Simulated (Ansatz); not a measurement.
# Si₂⁺, quartet in cc-pVTZ: errors against UCCSDT(Q)

Geometry: that of the Si2, triplet, kept fixed.

```xyz
2

Si    0.0000    0.0000    0.0000
Si    0.0000    0.0000    2.2547
```

Basis cc-pVTZ; Ansatz 0.2.0. Correlated methods freeze the noble-gas cores, which leaves 7 electrons in 58 orbitals. R marks a restricted (for open shells ROHF) determinant, U an unrestricted one. Active spaces: valence = (7e, 8o) chosen from the atoms' valence shells.

Full CI isn't at hand for all of this; UCCSDT(Q) serves as the reference, and is uncertain by about the last step of the cluster series. The frozen core follows each run's orbitals, which can shift R against U totals by a few meV.

For open shells CISD is restricted-active-space CI with the open shells as a complete middle space.

* UHF ⟨S²⟩: 3.761
* T1 diagnostic (RCCSD): 0.0238
* largest doubles amplitude (RCCSD): 0.094
* T1 diagnostic (UCCSD): 0.0223

```tsv
level	E − E(UCCSDT(Q)) (kJ/mol)	share of correlation (%)	wall time
RHF	473.8	0.00	–
UHF	467.5	1.32	–
RMP2	104.8	77.89	–
UMP2	108.2	77.16	–
CISD	51.6	89.10	6.5 s
RCCSD	36.0	92.39	–
UCCSD	35.5	92.50	–
RCCSD(T)	7.6	98.40	5.5 s
UCCSD(T)	7.4	98.43	5.5 s
BCCD(T)	7.6	98.41	3.1 s
RCCSDT	2.4	99.49	–
UCCSDT	2.2	99.53	–
RCCSDT(Q)	0.2	99.96	32 s
CASSCF (valence space)	301.1	36.44	–
NEVPT2 (valence space)	66.0	86.08	1.9 s
MRCISD (valence space)	21.5	95.46	–
MRCISD+Q (valence space)	-0.1	100.02	3.1 s
```

The correlation energy at UCCSDT(Q), counted from RHF, is -4.910 eV. That run took 30 s on 1 thread of Arm Neoverse V2, shared host.

Times hold each run's SCF and search for its determinant on a shared host, so for small cases they say little of a method's own cost; they ran on 1 thread of Arm Neoverse V2.

Natural occupations of CASSCF (valence space) about the gap: 1.975 1.907 1.020 0.976 0.976 0.057 0.057 0.031; effectively unpaired electrons, Σ n²(2−n)², 3.06.
